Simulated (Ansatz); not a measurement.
# CH3FO (SMILES OCF): single points off equilibrium

An exercise on one series of results from a longer session: the logs are not shown, and one member is left open.

Method: single points in def2-TZVPP; program: Ansatz 0.2.0, Gaussian basis.

Cores are frozen in the correlated methods. B3LYP uses VWN-RPA correlation.

### Where the work starts

SMILES `OCF`, 6 atoms, charge 0, spin multiplicity 1.

Atoms are counted from 1 here; the program's logs count them from 0.

Bond lengths: O1–C2 1.384 Å, O1–H4 0.957 Å, C2–F3 1.316 Å, C2–H5 1.052 Å, C2–H6 1.106 Å. Angles: C2–O1–H4 103.9°, O1–C2–F3 115.6°, O1–C2–H5 111.6°, O1–C2–H6 113.1°, F3–C2–H5 106.2°, F3–C2–H6 106.4°, H5–C2–H6 102.9°.

Coordinates:

```
O    -0.57570   -0.83930   -0.45340
C     0.27560    0.04670    0.18310
F    -0.10070    1.30760    0.16860
H    -1.23370   -0.27460   -0.85800
H     1.24100    0.02360   -0.23320
H     0.45830   -0.21310    1.24280
```

The first run:

File run/in.yaml:

```yaml
crystal:
  periodic: [false, false, false]
  atoms:
    - {symbol: O, position_ang: [-0.575700, -0.839300, -0.453400]}
    - {symbol: C, position_ang: [0.275600, 0.046700, 0.183100]}
    - {symbol: F, position_ang: [-0.100700, 1.307600, 0.168600]}
    - {symbol: H, position_ang: [-1.233700, -0.274600, -0.858000]}
    - {symbol: H, position_ang: [1.241000, 0.023600, -0.233200]}
    - {symbol: H, position_ang: [0.458300, -0.213100, 1.242800]}
basis:
  gaussian: {orbitals: def2-TZVPP}
correlation: {method: ccsd_t}
output: {forces: true}
```

No record of the launch command was kept for these runs.

Steps of the session up to this table: CCSD(T)/def2-TZVPP; PBE0-D4/def2-TZVPP; wB97M-V/def2-TZVPP; r2SCAN-D4/def2-TZVPP; PBE-D4/def2-TZVPP; HSE06-D4/def2-TZVPP; B3LYP-D4/def2-TZVPP.

One table of the session follows, with a row left open; its other results are not shown here.

```
   method  RMS force component (eV/Å)  angle to CCSD(T) forces (°)  dipole (D)
  CCSD(T)                       1.127                    reference        0.33
  PBE0-D4                       1.051                          7.4        0.34
  wB97M-V                       1.136                          2.9        0.34
r2SCAN-D4                       1.131                          4.5        0.35
   PBE-D4                           ?                            ?           ?
 HSE06-D4                       1.048                          7.4        0.34
 B3LYP-D4                       1.161                          3.3        0.33
```

Estimate the missing values for PBE-D4.

The run gave: RMS force component (eV/Å): 1.200; angle to CCSD(T) forces (°): 13.5; dipole (D): 0.37. In the column «RMS force component (eV/Å)» it is the highest.
